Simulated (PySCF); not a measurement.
# Reproducing measurements on methylketene

**The experiment to reproduce.**

NIST CCCBDB Release 22 (SRD 101), experimental dipoles lists, for the gas: dipole moment 1.79 D.

The runs below try to reproduce these values; the comparison stands at the end.

Species: methylketene, C3H4O.
SMILES with atom numbers: `[CH3:1][CH:2]=[C:3]=[O:4]` (hydrogens: H5, H6, H7 on C1; H8 on C2)

Geometry (GFN2-xTB, Å), atoms numbered from 1 in this order:
```xyz
8
C3H4O angstrom
C     -0.9078   -0.3373   -0.1081
C      0.2976    0.4940    0.2395
C      1.5161    0.1708   -0.0429
O      2.6189   -0.1126   -0.2932
H     -0.6108   -1.2462   -0.6234
H     -1.5812    0.2272   -0.7521
H     -1.4509   -0.6092    0.7963
H      0.1271    1.4228    0.7595
```

The PySCF runs (gas phase, on this GFN2-xTB geometry; no spin–orbit coupling):

| level | job | basis functions |
| --- | --- | --- |
| PBE0/pcSseg-1 | shieldings, charges and field gradients | 88 |
| wB97X-D/def2-SVPD | 8 singlets by full TDDFT, 3 Tamm–Dancoff triplets, polarisability | 115 |
| B3LYP/pcJ-1 | spin–spin couplings from 8 perturbed nuclei | 148 |

## Comparison

**Dipole moment.** Measured: 1.79 D (NIST CCCBDB Release 22 (SRD 101), experimental dipoles).

| level | computed (D) | computed − measured (D) | % (from the printed values) |
| --- | --- | --- | --- |
| PBE0/pcSseg-1 | 1.98 | +0.19 | +11 |
| wB97X-D/def2-SVPD | 2.10 | +0.31 | +17 |
| B3LYP/pcJ-1 | 1.99 | +0.20 | +11 |

Closest is PBE0/pcSseg-1 (+0.19 D), furthest wB97X-D/def2-SVPD (+0.31 D); one molecule doesn't rank methods. All 3 levels lie above the measurement. The computed dipoles belong to one fixed geometry; measured ones are averaged over vibrations unless marked μe. Magnitudes are compared, not signs.

No measured geometry was used, and the causes of the misses weren't examined.
